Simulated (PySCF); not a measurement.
hydrogen peroxide (H₂O₂), SMILES OO.

Geometry: B3LYP-D3(BJ)/def2-TZVP. A frequency run showed that this geometry is not a minimum.

Two levels are set side by side: TDDFT-PBE/def2-TZVPD (PySCF) and TDDFT-B3LYP/def2-TZVPD (PySCF). Vertical, same geometry. The lowest singlet is HOMO→LUMO 99 % with PBE and HOMO→LUMO 94 % with the other functional; states are paired by order. Differences are taken from unrounded values.

| quantity | TDDFT-PBE |
|---|---|
| lowest singlet excitation (eV) | 4.68 |
| lowest triplet excitation (TDA) (eV) | 3.62 |

Q: These are the TDDFT-PBE values. What does TDDFT-B3LYP give? (An estimate is asked for; the answer gives what the named calculation found.)

A: 
| quantity | TDDFT-B3LYP | TDDFT-PBE minus TDDFT-B3LYP |
|---|---|---|
| lowest singlet excitation (eV) | 4.92 | -0.24 |
| lowest triplet excitation (TDA) (eV) | 3.81 | -0.19 |

Functionals without exact exchange tend to place singlet excitations lower, as here. Differences between two approximate levels are no errors against the true value.

Rough cost on one machine, each run with all the roots and properties that it gave: TDDFT-B3LYP against TDDFT-PBE about 2 times.
